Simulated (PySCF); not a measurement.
Ionisation energies (eV) were calculated with PySCF 2.14 by UHF, LDA, PBE, in another order, as differences of total energies without spin-orbit coupling. The measured values are between term centres (NIST).

| species | measured | A | B | C |
| --- | --- | --- | --- | --- |
| Be (dyall-av3z, spin-free X2C) | 9.323 | 8.998 | 8.044 | 9.028 |
| C⁺ (dyall-av3z, spin-free X2C) | 24.378 | 24.852 | 24.167 | 24.772 |
| N (dyall-av3z, spin-free X2C) | 14.545 | 14.727 | 13.889 | 15.004 |
| Si (dyall-av3z, spin-free X2C) | 8.157 | 8.189 | 7.627 | 8.224 |
| S (dyall-av3z, spin-free X2C) | 10.336 | 10.413 | 9.216 | 10.551 |
| Cl (dyall-av3z, spin-free X2C) | 12.974 | 12.955 | 11.747 | 13.186 |
| Ar (dyall-av3z, spin-free X2C) | 15.819 | 15.690 | 14.537 | 15.975 |
| Ca (dyall-av3z, spin-free X2C) | 6.113 | 6.091 | 5.136 | 6.235 |

Which column is which method?

A is PBE (mean error 0.03 eV); B is UHF (mean error -0.91 eV); C is LDA (mean error 0.17 eV). PBE, with gradient corrections, lies close to experiment on average, with errors of both signs. Hartree-Fock lacks the correlation of the electron removed and comes out lowest. LDA overbinds the outer electron and comes out highest.
